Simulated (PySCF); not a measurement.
# What builds the first ionisation energy along the alkaline earths

Calculated with PySCF 2.14 from differences of total energies of unrestricted determinants, without spin-orbit coupling. Each column adds one step, in eV (sums use unrounded values): valence MP2, valence CCSD, valence triples, then the next inner shell at CCSD(T) (Be 1s, Mg 2s 2p, Ca 3s 3p). References (NIST) marked * lie between the lowest fine-structure levels; the others compare directly ((s) semi-empirical, (t) theoretical).

```
                                                                                                  element    UHF  + MP2  + CCSD  + (T)  + inner shell    sum  reference
      Be [He] 2s2 → [He] 2s1 (x2c-QZVPPall with one added diffuse shell each of s, p type, spin-free X2C)  8.044  0.775   0.472  0.000          0.005  9.297      9.323
Mg [Ne] 3s2 → [Ne] 3s1 (x2c-QZVPPall with one added diffuse shell each of s, p, d, f type, spin-free X2C)  6.615  0.643   0.276  0.000          0.083  7.618      7.646
Ca [Ar] 4s2 → [Ar] 4s1 (x2c-QZVPPall with one added diffuse shell each of s, p, d, f type, spin-free X2C)  5.136  0.554   0.227  0.000          0.170  6.087      6.113
```

What remains against the references is mostly basis incompleteness.

These are valence bases, so the inner-shell step is incomplete.
